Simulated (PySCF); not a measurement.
Published values to compare with (the computed states carry no symmetry labels, so the two lists aren't matched line by line):

```
     state  E (eV)  f   kind of transition  source
3A''(n→π*)    5.45     vertical absorption     [1]
1A''(n→π*)    5.72     vertical absorption     [1]
 3A'(π→π*)    5.90     vertical absorption     [1]
 1A'(π→π*)    7.62     vertical absorption     [1]
```

[1] computed, CC3/TZVP, gas; arXiv:2401.06101 (2024), CC3 reference column of Thiel's set

Propanamide, C3H7NO.
SMILES: `CCC(N)=O`

Method: PySCF 2.14.0, density-fitted response routines, TDDFT CAM-B3LYP/def2-SVPD, vertical, gas phase, core orbitals frozen in the response. One conformer (not necessarily the lowest) at the PBE0-D3(BJ)/def2-SVP geometry, without solvent, vibrations or thermal averaging. Torsions of this conformer, `[CH3:1][CH2:2][C:3]([NH2:4])=[O:5]`: C1–C2–C3–N4 -171°, H–N4–C3–C2 1°, H–N4–C3–C2 -178°.

Computed singlets: 5.74 eV (f 0.000); 7.13 eV (f 0.027); 7.17 eV (f 0.012); 7.58 eV (f 0.134); 8.10 eV (f 0.028); 8.38 eV (f 0.002); 8.44 eV (f 0.067); 8.51 eV (f 0.012); 8.94 eV (f 0.002); 9.20 eV (f 0.006). Computed triplets (Tamm–Dancoff): 5.26, 5.71, 6.88, 7.02 eV.

Task: How does the lowest computed singlet compare with the best estimate listed for the lowest singlet (vertical absorption)?

Result: 5.74 eV against 5.72 eV for 1A''(n→π*) [1]: a difference of +0.02 eV. Geometry and basis of the two calculations needn't be the same.

Task: How does the lowest computed triplet compare with the best estimate listed for the lowest triplet (vertical absorption)?

Result: 5.26 eV against 5.45 eV for 3A''(n→π*) [1]: a difference of -0.19 eV. Geometry and basis of the two calculations needn't be the same.

The vertical ionisation energy (ΔSCF) is 9.82 eV, 0.62 eV above S10.
